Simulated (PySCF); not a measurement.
# One shape, several levels: AlH3F− (SMILES [H][Al-]([H])([H])[F])

Aim: a comparison of 6 runs (B2PLYP/STO-3G, SVWN5/STO-3G, r2SCAN/STO-3G, BCCD(T)/STO-3G, CCSDT(Q)/STO-3G, NEVPT2(2,2)/STO-3G) of AlH3F−. Input form: a Python script.

The results are computed with PySCF 2.14.0.

4 further runs of the same task are left out: 1 that didn't finish, 3 set aside as unsound or not needed.

### Step 1. The structure to begin with

The species is AlH3F− (5 atoms), meant as a singlet with charge -1. As SMILES, `[H][Al-]([H])([H])[F]`. The Al1–H4 distance was set to 2.422 Å, away from the relaxed value. At this shape a bond of the SMILES string is far longer than usual.

Bond lengths: Al1–F2 1.696 Å, Al1–H3 1.614 Å, Al1–H5 1.614 Å. Angles: F2–Al1–H3 108.1°, F2–Al1–H5 108.2°, H3–Al1–H5 110.8°.

### Step 2. The energy at B2PLYP/STO-3G (run 1)

File calc.py:

```python
from pyscf import gto, dft, mp

mol = gto.M(
    atom=[
    ('Al', (0.386414, -0.665977, 0.203598)),
    ('F', (0.398424, -0.685537, 1.899078)),
    ('H', (1.916864, -0.654697, -0.309182)),
    ('H', (-0.774560, 1.332620, -0.519830)),
    ('H', (-0.379206, -1.991157, -0.309102)),
],
    basis='sto-3g',
    verbose=3,
    spin=0,
    max_memory=1860,
    charge=-1,
)

mf = dft.RKS(mol, xc='0.53*HF + 0.47*B88, 0.73*LYP')
mf.grids.level = 5
mf.conv_tol = 1e-10
mf.kernel()
if not mf.converged:
    mf = mf.newton().run(mf.mo_coeff, mf.mo_occ)

pt = mp.MP2(mf, frozen=6).run()
e_final = mf.e_tot + 0.27 * pt.e_corr
print('PT2 part  %.8f' % (0.27 * pt.e_corr))
print(f'total energy: {e_final:.8f} hartree')
```

On the command line:

```console
$ OMP_NUM_THREADS=1 python calc.py
```

The program printed:

```text
converged SCF energy = -339.191523162887
E(RMP2) = -339.27821242713  E_corr = -0.0866892642424773
E(SCS-RMP2) = -339.289233650802  E_corr = -0.0977104879148351
PT2 part  -0.02340610
total energy: -339.21492926 hartree
```

It took 3.6 s on 1 thread of Intel Xeon Platinum 8259CL at 2.50GHz (Skylake/Cascade Lake), shared host; peak memory 0.19 GiB.

### Step 3. A single-point energy at SVWN5/STO-3G (run 2)

File mol.xyz:

```xyz
5

Al     0.386414    -0.665977     0.203598
F      0.398424    -0.685537     1.899078
H      1.916864    -0.654697    -0.309182
H     -0.774560     1.332620    -0.519830
H     -0.379206    -1.991157    -0.309102
```

File run.py:

```python
from pyscf import gto, dft

mol = gto.M(
    atom='mol.xyz',
    max_memory=1860,
    verbose=3,
    charge=-1,
    spin=0,
    basis='sto-3g',
)

ks = dft.RKS(mol, xc='svwn')
ks.conv_tol = 1e-10
ks.grids.level = 5
ks.kernel()
if not ks.converged:
    ks = ks.newton().run(ks.mo_coeff, ks.mo_occ)

e_final = ks.e_tot
print('E(%s) = %.9f' % ('SVWN5', e_final))
```

On the command line:

```console
$ OMP_NUM_THREADS=1 python run.py
```

The program printed:

```text
converged SCF energy = -337.695123085097
E(SVWN5) = -337.695123085
```

It took 2.6 s on 1 thread of Intel Xeon Platinum 8259CL at 2.50GHz (Skylake/Cascade Lake), shared host; peak memory 0.14 GiB.

### Step 4. The energy at r2SCAN/STO-3G (run 3)

File run.py:

```python
from pyscf import gto, dft

mol = gto.Mole()
mol.atom = '''
Al       0.386414      -0.665977       0.203598
F        0.398424      -0.685537       1.899078
H        1.916864      -0.654697      -0.309182
H       -0.774560       1.332620      -0.519830
H       -0.379206      -1.991157      -0.309102
'''
mol.basis = 'sto-3g'
mol.verbose = 3
mol.charge = -1
mol.max_memory = 1860
mol.build()

mf = dft.RKS(mol, xc='r2scan')
mf.grids.level = 5
mf.conv_tol = 1e-10
mf.kernel()
if not mf.converged:
    mf = mf.newton().run(mf.mo_coeff, mf.mo_occ)

e_final = mf.e_tot
print('E = %.10f Eh' % e_final)
```

On the command line:

```console
$ OMP_NUM_THREADS=1 python run.py
```

The program printed:

```text
converged SCF energy = -339.432997502762
E = -339.4329975028 Eh
```

Run time: 4.8 s. Hardware: 1 thread of Intel Xeon Platinum 8259CL at 2.50GHz (Skylake/Cascade Lake), shared host; peak memory 0.19 GiB.

Runs 4 to 5 aren't shown in full; the table further down has their settings and results.

### Step 5. A single-point energy at NEVPT2(2,2)/STO-3G (run 6)

File input.py:

```python
import numpy
from pyscf import gto, scf, mp, mcscf, mrpt

mol = gto.M(
    atom='''
Al     0.730217    -1.258514     0.384744
F      0.752912    -1.295477     3.588737
H      3.622348    -1.237198    -0.584269
H     -1.463706     2.518287    -0.982336
H     -0.716595    -3.762741    -0.584118
''',
    verbose=3,
    basis='sto-3g',
    unit='bohr',
    charge=-1,
    max_memory=1860,
)

mf = mol.RHF()
mf.conv_tol = 1e-10
mf.kernel()
if not mf.converged:
    mf = mf.newton().run(mf.mo_coeff, mf.mo_occ)

pt = mp.MP2(scf.addons.convert_to_uhf(mf)).run()
noons, natorbs = mcscf.addons.make_natural_orbitals(pt)
print('natural occupations', numpy.round(noons[:40], 4))
cas = mcscf.CASSCF(mf, 2, 2)
cas.fix_spin_(ss=0.0)
cas.natorb = True
cas.kernel(natorbs)
e_pt2 = mrpt.NEVPT(cas).kernel()
e_tot = cas.e_tot + e_pt2
print('Final energy', e_tot)
```

On the command line:

```console
$ OMP_NUM_THREADS=1 python input.py
```

The program printed:

```text
converged SCF energy = -338.530185424748
E(UMP2) = -338.595797372388  E_corr = -0.0656119476397304
E(SCS-UMP2) = -338.603256798202  E_corr = -0.0730713734534523
natural occupations [2.     2.     1.9998 1.9997 1.9995 1.9995 1.9994 1.9979 1.9967 1.9903
 1.9871 1.9861 1.9664 0.0415 0.0141 0.0111 0.0109]
CASSCF energy = -338.558121486930
CASCI E = -338.558121486930  E(CI) = -0.529234212448046  S^2 = 0.0000000
Sr    (-1)',   E = 0.00000000000001
Si    (+1)',   E = -0.00000000000146
Sijrs (0)  ,   E = -0.03336758782912
Sijr  (+1) ,   E = -0.00928044838956
Srsi  (-1) ,   E = -0.00102000413189
Srs   (-2) ,   E = -0.00002062959439
Sij   (+2) ,   E = -0.00099914666709
Sir   (0)' ,   E = -0.00157574936007
Nevpt2 Energy = -0.046263565973573
Final energy -338.60438505290307
```

Run time: 1.1 s. Hardware: 1 thread of Intel Xeon Platinum 8259CL at 2.50GHz (Skylake/Cascade Lake), shared host; peak memory 0.12 GiB.

### Step 6. All runs side by side

```
run               level  frozen core orbitals  integration grid  energy (Eh)  HOMO energy (eV)  LUMO energy (eV)  HOMO–LUMO gap (eV)  wall time
  1       B2PLYP/STO-3G                     6                 5  -339.214929              3.45             12.95                9.49      3.6 s
  2        SVWN5/STO-3G                     –                 5  -337.695123              6.11             11.06                4.96      2.6 s
  3       r2SCAN/STO-3G                     –                 5  -339.432998              5.56             10.97                5.41      4.8 s
  4      BCCD(T)/STO-3G                     6                 –  -338.612916                 –                 –                   –      1.3 s
  5     CCSDT(Q)/STO-3G                     6                 –  -338.613234              1.65             15.29               13.63      2.3 s
  6  NEVPT2(2,2)/STO-3G                     –                 –  -338.604385              1.65             15.29               13.63      1.1 s
```

### Step 7. What came out

```
                                                    quantity          value
                                         run 6: total energy  -338.60439 Eh
                  run 6: HOMO energy (Hartree–Fock orbitals)        1.65 eV
                  run 6: LUMO energy (Hartree–Fock orbitals)       15.29 eV
run 6: HOMO–LUMO gap (to an unbound level, set by the basis)       13.63 eV
```

What this shows: Over runs 1, 2, 3 the HOMO–LUMO gap runs from 4.96 eV (SVWN5/STO-3G) to 9.49 eV (B2PLYP/STO-3G). The empty levels of an anion lie above zero and hang on the basis. A double hybrid's value is that of its SCF part. Totals of different functionals can't be ranked against each other. In runs 1, 2, 3, 5, 6 the HOMO lies above zero, so the outermost electron may be held by the basis alone. In runs 1, 2, 3, 4, 5, 6 the basis is minimal, so the values are rough. All runs together took 16 s, the longest 4.8 s.
